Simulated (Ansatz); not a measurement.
Basis-set extrapolation for `OC/C=C/Cl` (PBE0-D4/def2-TZVP geometry, frozen core, Ansatz). Multiplicity 1, RHF reference.

```json
{"": "HF", "def2-TZVPP": "-650.934212", "def2-QZVPP": "-650.955826"}
{"": "MP2 correlation", "def2-TZVPP": "-0.920892", "def2-QZVPP": "-0.991575"}
{"": "CCSD(T) correlation", "def2-TZVPP": "-1.002555", "def2-QZVPP": "not run"}
```

Energies in hartree. Use E(X) = E(∞) + A·exp(−7.88·√X) for Hartree–Fock and E(X) = E(∞) + B·X^(−2.97) for correlation, with X = 3 and 4, and add CCSD(T) minus MP2 of the smaller set to the MP2 limit.

Problem. What is the CCSD(T) energy at the basis-set limit?

Solution. HF limit: -650.955826 + (-0.021614) × 0.13774 = -650.95880. MP2 limit: -0.991575 + (-0.070683) × 0.74074 = -1.04393. Higher-order term: -1.002555 − (-0.920892) = -0.08166. Total: -652.08439 hartree, 387.6 kJ/mol below CCSD(T)/def2-TZVPP.
